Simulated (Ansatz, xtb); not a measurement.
Species: methanidylidynesulfanium, CS (charge 0, singlet). 
Geometry from a B3LYP-D3(BJ)/def2-TZVP (Ansatz, a program for electronic structure) optimisation:
```xyz
2

C      0.0000     0.0000    -1.1142
S      0.0000     0.0000     0.4178
```
Charge 0, spin multiplicity 1.

Harmonic wavenumbers from GFN2-xTB (xtb, at its own minimum), cm⁻¹: 1389.

Task: Give the harmonic wavenumbers at B3LYP-D3(BJ)/def2-TZVP (Ansatz, finite differences of forces, unscaled).

Result: 1310 cm⁻¹. Zero-point energy 1.9 kcal/mol.

Task: From these and the geometry, give the ideal-gas thermochemistry at 298.15 K and 1 atm (rigid rotor, harmonic oscillator).

Result: Point group C∞v, rotational symmetry number 1. Rotational constants 24.64, 24.64 GHz. S(trans) 37.28, S(rot) 12.98, S(vib) 0.03, S(elec, spin only) 0.00, S 50.3 cal/(mol K). H(298) - H(0) 2.08 kcal/mol; G - E(el) -11.0 kcal/mol. Tabulated S at 1 bar: 50.3 cal/(mol K) (CRC Handbook, as tabulated in the package chemicals).
